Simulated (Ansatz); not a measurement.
# AlH3S, SMILES [AlH2][SH]: a ladder of basis sets

Computed with Ansatz 0.2.0 through its Python package.

Notebook, run cell by cell (the value of a cell's last expression is shown):

```python
import warnings

import ansatz
```

```python
GEOMETRY = '''
Al   -0.58020    0.06810   -0.18410
S     1.19150    0.37730    1.12320
H    -1.75290   -0.99390    0.15160
H    -0.74440    1.04000   -1.49380
H     1.93600   -0.56510    0.36160
'''
```

```python
warnings.simplefilter('ignore', ansatz.DeckWarning)
```

```python
system = ansatz.Crystal.molecule()
for line in GEOMETRY.strip().splitlines():
    symbol, *xyz = line.split()
    system = system.atom(symbol, [float(v) for v in xyz])

job = system.calculation().functional('HF')
```

```python
energies = {}
for basis in ['cc-pVDZ', 'cc-pVTZ']:
    report = job.basis(gaussian=basis).run().report
    size = report['n_frozen'] + report['n_occupied'][0] + report['n_virtual'][0]
    energies[basis] = (report['reference_energy_ev'] / 27.211386246, report['free_energy_ev'] / 27.211386246)
    print(f'{basis:14s} {size:4d} orbitals  reference {energies[basis][0]:14.6f} Ha  total {energies[basis][1]:14.6f} Ha')
```

    cc-pVDZ          51 orbitals  reference    -641.212142 Ha  total    -641.212142 Ha
    cc-pVTZ         110 orbitals  reference    -641.241423 Ha  total    -641.241423 Ha

```python
last = energies['cc-pVTZ'][1]
for basis, (_, total) in energies.items():
    print(f'{basis:14s} lies {27.211386 * (total - last):9.4f} eV above cc-pVTZ')
```

    cc-pVDZ        lies    0.7968 eV above cc-pVTZ
    cc-pVTZ        lies    0.0000 eV above cc-pVTZ

Against cc-pVDZ: cc-pVTZ -29.3 mHa. The last step alone is -29.28 mHa.

The drop along the ladder measures the basis error, and is no property of the molecule. The geometry is a force-field or estimated start, not a minimum of this method, and the last set is no limit. Much of the fall in a total is atomic energy, which cancels in bond and reaction energies. For Al to Cl the sets with a tight d function, cc-pV(X+d)Z, are usual. The whole script took 1.3 s on 1 thread of Intel(R) Xeon(R) Processor @ 2.30GHz, on a shared host, peak memory 0.25 GiB.
